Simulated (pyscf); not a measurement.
9 silicon, germanium or tin steps of one kind (four-centre exchange, closed-shell): reaction energy in kcal/mol, from the separated reactants or the lowest minimum found. PySCF, gas phase, ωB97X-D3(BJ)/def2-SVP geometries. Functionals in def2-TZVP; the last column is ωB97M-D3(BJ)/def2-TZVP. Rows were drawn at random from the steps of this kind and element class whose saddle was verified and whose references are stable.

```csv
step,PBE,M06-2X,B3LYP-D3(BJ),ωB97M-D3(BJ)
HI + SiH₄ -> H₃Si–I + H₂,-14.4,-17.3,-14.2,-13.5
H₃Si–PH₂ + H₂O → HO–SiH₂–PH₂ + H₂,-15.0,-18.9,-16.9,-16.3
H₃Si–NH–SiH₃ + NH₃ → H₂N–SiH₂–NH–SiH₃ + H₂,-9.4,-13.2,-10.8,-10.7
H₃Si–O–SiH₃ + HF -> F–SiH₂–O–SiH₃ + H₂,-31.5,-35.2,-33.3,-32.8
H₃Si–I + H₂O -> HI + HO–SiH₃,+0.4,-0.9,-1.6,-1.9
F–GeH₂–F + H₂O -> HO–GeH(F)–F + H₂,-7.2,-12.5,-7.9,-7.5
F–SiH₂–F + HF → F–SiH(F)–F + H₂,-32.9,-36.2,-34.1,-33.9
O=SiH–OH + HCl → O=Si(OH)–Cl + H₂,-16.8,-18.5,-16.9,-16.5
H₃Ge–O–GeH₃ + HF -> F–GeH₂–O–GeH₃ + H₂,-14.6,-20.2,-15.8,-15.0
```

Differences from the last column (kcal/mol): PBE: mean +0.7, median +1.0, mean size 1.0, lower in 2 of 9; M06-2X: mean -2.8, median -2.5, mean size 3.0, lower in 8 of 9; B3LYP-D3(BJ): mean -0.4, median -0.4, mean size 0.4, lower in 8 of 9. PBE is closest for row 6 (0.2 kcal/mol apart) and farthest for row 5 (2.3 kcal/mol). PBE, r²SCAN and M06-2X carry no added dispersion term. The last column is a level with limits of its own. Elements up to Kr have no core potential and no relativistic terms here. Elements past Kr carry the def2 core potentials, without spin-orbit coupling.
